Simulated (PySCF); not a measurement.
## Ionisation energy of Mg by level of theory

Mg [Ne] 3s2 (1S) → Mg⁺ [Ne] 3s1 (2S), as a difference of total energies. Computed with PySCF 2.14 in aug-cc-pCVTZ-DK with one added diffuse shell each of s, p, d, f type (9s8p6d4f, 91 functions), with the spin-free X2C one-electron Hamiltonian (Gaussian nucleus). Correlated levels: valence: [Ne] frozen. The calculations carry no spin-orbit coupling.

```csv
method,ionisation energy (eV)
UHF,6.616
MP2 (valence),7.265
SCS-MP2 (valence),7.394
CCSD (valence),7.535
```

Errors of the correlated levels include the incompleteness of this basis and the frozen core.

With two correlated electrons CCSD is exact in that space.

Which method comes closest to the reference value, and which is furthest?

The reference is 7.646 eV (measured; NIST Atomic Spectra Database, ionization energies). Closest: CCSD (valence) (error -0.111 eV); furthest: UHF (error -1.030 eV).
